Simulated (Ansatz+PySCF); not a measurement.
Values are calculated unless marked as measured or tabulated.
**Several solutions for singlet SiH2**

```json
{"atom": "Si", "x (Å)": "0.0000", "y (Å)": "0.0000", "z (Å)": "-0.1234"}
{"atom": "H", "x (Å)": "0.0000", "y (Å)": "1.0085", "z (Å)": "0.8640"}
{"atom": "H", "x (Å)": "0.0000", "y (Å)": "-1.0085", "z (Å)": "0.8640"}
```

Basis set: def2-SVP (spherical functions). Charge 0, multiplicity 1.

UHF was run from several starts with Ansatz (development build ahead of 0.2.0) and PySCF 2.14.0.

```
run  program                                 start  converged  energy (hartree)  <S²>
  A   Ansatz               atomic start, no search        yes        -289.91716  0.00
  B    PySCF   guess minao, instabilities followed        yes        -289.92105  0.41
  C   Ansatz           search for the lowest state        yes        -289.92105  0.41
  D    PySCF      guess 1e, instabilities followed        yes        -289.92105  0.41
  E   Ansatz               stability test followed        yes        -289.92105  0.41
  F    PySCF  guess huckel, instabilities followed        yes        -289.92105  0.41
  G    PySCF                      program defaults        yes        -289.91716  0.00
  H    PySCF    guess atom, instabilities followed        yes        -289.92105  0.41
```

(1) Which runs reached the lowest solution of this kind, and what is wrong with the others?

Answers

(1) B, C, D, E, F, H reached the lowest solution found. Converged but too high: A by 0.11 eV, G by 0.11 eV. Convergence only shows a stationary point, and even a stable one can lie too high; stability tests and further starts are what find lower ones. Caution: the unrestricted determinant is spin contaminated. Caution: the determinant breaks the point group.
